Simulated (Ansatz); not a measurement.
2H WSe2, treated with LDA (plane waves, PAW; Ansatz, a program for electronic structure).

Numerical settings: plane-wave cutoff 520 eV, 12×12×4 k mesh (along the axes of the cell as run), perturbation theory, force constants from a 6×6×2 q mesh, no spin polarisation, scalar-relativistic PAW data made under PBE.

Give the computed electronic dielectric constant ε∞ (mean over three axes), static dielectric constant (mean over three axes) and zero-point energy.


* **electronic dielectric constant ε∞ (mean over three axes)**: 12.9
* **static dielectric constant (mean over three axes)**: 13.1
* **zero-point energy**: 0.035 eV/atom

Spin–orbit coupling is not included.
